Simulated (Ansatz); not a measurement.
Species: ClF, charge 1, doublet. ClF+ (parent SMILES FCl, doublet).
B3LYP-D3(BJ)/def2-TZVP minimum from Ansatz (a program for electronic structure):
```
F
Cl 1 1.5412
```
Charge +1, spin multiplicity 2.

Total energies in aug-cc-pV(D+d)Z, 13 correlated electrons, 6 frozen orbitals. Open shells are spin-unrestricted; no spin-orbit coupling. Correlated methods leave the cores frozen. No relativity.

```json
[
 {"method": "HF", "program": "Ansatz", "energy (Eh)": "-558.42524", "minus CCSDT(Q) (mEh)": "369.04"},
 {"method": "MP2", "program": "Ansatz", "energy (Eh)": "-558.76009", "minus CCSDT(Q) (mEh)": "34.19"},
 {"method": "CCSD", "program": "Ansatz", "energy (Eh)": "-558.78063", "minus CCSDT(Q) (mEh)": "13.66"},
 {"method": "CCSD(T)", "program": "Ansatz", "energy (Eh)": "-558.79206", "minus CCSDT(Q) (mEh)": "2.23"},
 {"method": "CCSDT(Q)", "program": "Ansatz", "energy (Eh)": "-558.79428", "minus CCSDT(Q) (mEh)": "0.00"}
]
```

Rough core times of Ansatz's runs on a shared machine: CCSD(T) under 20 s, CCSDT(Q) 3 min.
